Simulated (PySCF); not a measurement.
Below is a simulated gas-phase C 1s photoelectron spectrum of `C(#CC)C` (2-butyne).

Every computed line was given a Gaussian of 0.8 eV full width at half maximum and an area set by the number of equivalent atoms; the highest printed point is 100. Method: delta-SCF UKS SCAN, pcX-2 on the ionised atom, pcseg-1 elsewhere, spin-free X2C in PySCF.

binding energy (eV), intensity and a bar:
```
    288.7          0 
    288.8          1 
    288.9          2 
    289.0          4 #
    289.1          8 ##
    289.2         15 ####
    289.3         25 #######
    289.4         39 ############
    289.5         56 #################
    289.6         74 ######################
    289.7         89 ###########################
    289.8         99 ##############################
    289.9        100 ##############################
    290.0         93 ############################
    290.1         79 ########################
    290.2         62 ###################
    290.3         45 ##############
    290.4         31 #########
    290.5         22 #######
    290.6         18 #####
    290.7         21 ######
    290.8         29 #########
    290.9         42 #############
    291.0         59 ##################
    291.1         76 #######################
    291.2         91 ###########################
    291.3         99 ##############################
    291.4         99 ##############################
    291.5         91 ###########################
    291.6         77 #######################
    291.7         59 ##################
    291.8         42 #############
    291.9         27 ########
    292.0         16 #####
    292.1          9 ###
    292.2          4 #
    292.3          2 #
    292.4          1 
    292.5          0
```

How many maxima does the curve show, and how many computed lines lie under it?

The curve has 2 maxima (at 289.9 and 291.3 eV). Under it lie 2 lines from 2 inequivalent carbon sites.

Decompose the envelope and assign each component. Numbering: `[CH3:1][C:2]#[C:3][CH3:4]`.

```tsv
position (eV)	relative area	line	atoms	environment
289.87	2	C 1s	C2/C3	alkyne carbon
291.35	2	C 1s	C1/C4	propargylic carbon
```

Above which line width would these two lines show one maximum?

Two equal Gaussians merge once their distance is under 2σ = FWHM/1.177. With 1.49 eV between them that is a full width over 1.75 eV.

Lowest listed C 1s: C2/C3, bonded to C (triple bond) and C. Highest, 1.48 eV above it: C1/C4, bonded to C and 3 H.

Shake-up satellites, vibrational structure and lifetime widths aren't simulated. The first atom of each set that the bonding makes equivalent was ionised and stands for the set. Geometry: GFN2-xTB; no solvent, vibrations or thermal averaging.
